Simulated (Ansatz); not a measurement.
Rock-salt ZrC was calculated with RPBE (Ansatz, a quantum-chemistry and plane-wave program, PAW).

Input file:

Ansatz 0.2 input:
```yaml
crystal:
  lattice:
    - [0.0, 2.3178985207, 2.3178985207]
    - [2.3178985207, 0.0, 2.3178985207]
    - [2.3178985207, 2.3178985207, 0.0]
  atoms:
    - { symbol: Zr, position: [0.0, 0.0, 0.0] }
    - { symbol: C, position: [0.5, 0.5, 0.5] }
basis:
  ecutwfc: 520
  ecutrho_ratio: 4
  xc_grid: 2
kpoints:
  mp_grid: { grid: [20, 20, 20] }
hamiltonian:
  xc: rpbe
  dispersion: none
  pseudopotentials: { kind: paw }
scf:
  occupations: { method: fermi_dirac, width: 0.05 }
  convergence: { dr2_threshold: 0.0000000002 }
output:
  forces: true
  stress: true
  eigenvalues: true
```

Question: How many irreducible k-points, plane waves at Γ does the program set up, and what pressure does the run end with?

Answer: 256 irreducible k-points, 645 plane waves at Γ; P = 14.95 GPa, so the cell is compressed on average and its volume would grow at this level.

The run printed, among other lines:

```
Crystal: 2 atoms, lattice volume = 24.907 Å³
Basis set: ecut = 520 eV, 645 PW (Γ), exchange–correlation on 50×50×50 points (8 copies of the dense FFT grid, shifted against one another)
Bands: 12, of which v1, the nominal top of the filled ones, is band 8 counted from 1 (7 counted from 0)
Symmetry: 48 space group operations
Space group: Fm-3m (ITA 225), of the structure as read, at distance tolerance 2.9e-5 Å
k-points: 256 of 8000
Functional: x = rpbe, c = pbe(β = 0.06672455060314922)
SCF iter   1: F=—  HF=-4444.497361 eV  |F-HF|=—  |Δ(HF+E_count)|=         —  Δρ=2.86e-3  dr2=7.45e-4
SCF iter   2: F=—  HF=-4444.497196 eV  |F-HF|=—  |Δ(HF+E_count)|=   1.65e-4  Δρ=1.59e-3  dr2=2.31e-4
  ...
SCF iter   6: F=—  HF=-4444.497207 eV  |F-HF|=—  |Δ(HF+E_count)|=   9.76e-9  Δρ=4.66e-6  dr2=3.01e-9
SCF iter   7: F=-4444.497207 eV  HF=-4444.497207 eV  |F-HF|=5.55e-11  |Δ(HF+E_count)|=  9.96e-10  Δρ=8.68e-7  dr2=9.03e-11
SCF 1 converged in 7 iterations: F = -4444.497207 eV  dr2 = 9.03e-11
SCF converged after 7 iterations
Free energy (F): -4444.497207 eV
Internal energy: -4444.494819 eV  (E = F + TS)
E sigma→0 (E₀):  -4444.496013 eV
Fermi energy:    15.695400 eV
--- Forces (eV/Å), atoms counted from 1 ---
  atom   1  Zr    -0.00000000     0.00000000    -0.00000000
  atom   2  C      0.00000000    -0.00000000    -0.00000000
--- Stress (GPa, compression-positive) ---
       14.945416       0.000000      -0.000000
        0.000000      14.945416       0.000000
       -0.000000       0.000000      14.945416
  P = ⅓ Tr σ = 14.9454 GPa (149.454 kbar)
```

The cell is one volume of an energy–volume scan, off the minimum.

The PAW data were made under PBE.
